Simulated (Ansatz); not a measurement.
Cartesian coordinates (Å):
SMILES: N
```xyz
4

N      0.0042    -0.0005     0.3039
H     -0.4978    -0.7932    -0.0958
H     -0.4402     0.8267    -0.0938
H      0.9337    -0.0330    -0.1143
```
Charge 0, multiplicity 1.

Method: frozen-core CCSD(T)/cc-pVTZ // PBE0-D3(BJ)/def2-SVP in Ansatz (a quantum-chemistry and plane-wave program).

| Item | Result |
|---|---|
| HF energy | -56.21710 Ha |
| MP2 correlation energy | -0.23573 Ha |

### Question
Estimate the CCSD correlation energy, the (T) correction, the total energy and the T1 diagnostic.

### Answer

- CCSD correlation energy = -0.24829 Ha
- (T) correction = -0.00773 Ha
- CCSD(T) total energy = -56.47313 Ha
- T1 diagnostic = 0.006
